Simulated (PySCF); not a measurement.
**LiCl2−, a complex of two parts: NMR shifts**

Wanted: the NMR shifts for `[Li][Cl]` with `[Cl-]`.

Computed with PySCF 2.14.0; each step states its level. No surroundings beyond the atoms listed, unless a continuum is named. Atoms count from 0, parts from 1.

## 1. The system as given

3 atoms, charge -1, multiplicity 1; geometry: GFN2-xTB, MD frame. Parts: 1 = atoms 0–1, `[Li][Cl]`, charge 0; 2 = atom 2, `[Cl-]`, charge -1.

## 2. Nuclear shieldings: 250 fs

The job: settings as JSON, then the geometry in Å.

```
{"job": {"kind": "nmr", "xc": "PBE0", "basis": "pcSseg-1", "pop": false}, "charge": -1, "multiplicity": 1, "parts": [{"atoms": "0-1", "charge": 0, "multiplicity": 1}, {"atoms": "2-2", "charge": -1, "multiplicity": 1}]}
Li    -0.123576    -0.168538     0.053046
Cl    -0.293346     1.933371     0.437170
Cl     0.230506    -2.097646    -0.756039
```

Level: GIAO PBE0/pcSseg-1 NMR shielding, non-relativistic, gas phase.

Run with:

```console
$ OMP_NUM_THREADS=1 python cluster_run.py task.json out
```

The driver reads the jobs from task.json and runs them one after another.

**Question.** The jobs that follow are: GIAO PBE0/pcSseg-1 NMR shielding, non-relativistic, gas phase; GIAO PBE0/pcSseg-1 NMR shielding, non-relativistic, gas phase; GIAO PBE0/pcSseg-1 NMR shielding, non-relativistic, gas phase; GIAO PBE0/pcSseg-1 NMR shielding, non-relativistic, gas phase; GIAO PBE0/pcSseg-1 NMR shielding, non-relativistic, gas phase. Predict: 35Cl shifts against HCl (PBE0/pcSseg-1, 250 fs); shieldings of Li (PBE0/pcSseg-1, 250 fs).

The runs gave:

| quantity | value |
| --- | --- |
| 35Cl shifts against HCl (PBE0/pcSseg-1, 250 fs) | -106, -109 ppm |
| shieldings of Li (PBE0/pcSseg-1, 250 fs) | Li0 89.3 ppm |
| range of the shielding of Cl1 | 1045 to 1060 ppm |

**Reading.** Shifts at one fixed geometry are not the observed spectrum, which averages over the motion. In ppm, Cl1 moves most: its shielding spreads over 15 ppm, from 1045 (1000 fs) to 1060 (550 fs).
